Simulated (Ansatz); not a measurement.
# How far each method lies from RCCSDT(Q) for Ge–Ga–SiH, quintet

Geometry: that of the Ge–Ga–SiH, triplet, kept fixed.

```
atom    x (Å)    y (Å)    z (Å)
  Ge  -0.0001  -0.3330   2.9934
  Ga   0.0017  -0.3363   0.5765
  Si  -0.0009  -0.4313  -1.8261
   H  -0.0007   1.1006  -1.7438
```

Basis cc-pVDZ; Ansatz 0.2.0. Only valence electrons are correlated (noble-gas cores and the filled d shells of p-block atoms frozen), which leaves 12 electrons in 44 orbitals. Prefix R: restricted or restricted open-shell reference; prefix U: unrestricted. No spin–orbit coupling is included, and no scalar relativity.

Full CI isn't at hand for all of this; RCCSDT(Q) serves as the reference, and is uncertain by about the last step of the cluster series. The frozen core follows each run's orbitals, which can shift R against U totals by a few meV for light atoms and by up to 0.1 eV past Ca.

```
UHF ⟨S²⟩                          : 6.090
T1 diagnostic (RCCSD)             : 0.0421
largest doubles amplitude (RCCSD) : 0.084
```

```csv
level,E − E(RHF) (eV)
RMP2,-5.0853
RCCSD,-6.1662
RCCSD(T),-6.4571
```

(1) Estimate how far RCCSDT(Q) in cc-pVDZ lies from RCCSD(T). The table doesn't fix it; the size of (T) and the diagnostics are the guide.

(1) RCCSDT(Q) in cc-pVDZ lies 8.1 kJ/mol below RCCSD(T), which is 29 % of the (T) step (-28.1 kJ/mol). T1 is raised, and the rest is a large part of (T). The miss exceeds 1 kcal/mol.

The other levels:

```
  level  E − E(RCCSDT(Q)) (kJ/mol)  share of correlation (%)  wall time
BCCD(T)                        8.0                     98.74    1.7 min
 RCCSDT                        2.3                     99.64          –
```

The correlation energy at RCCSDT(Q), counted from RHF, is -6.541 eV. That run took 5.6 min on 1 thread of Intel Xeon, shared host.

Run but not shown, since their state or frozen core can't be matched to the reference's or they repeat it: UHF, UMP2, UCCSD, UCCSD(T), UCCSDT, UCCSDT(Q).

Times hold each run's SCF and search for its determinant on a shared host, so for small cases they say little of a method's own cost; they ran on 1 thread of Intel Xeon.
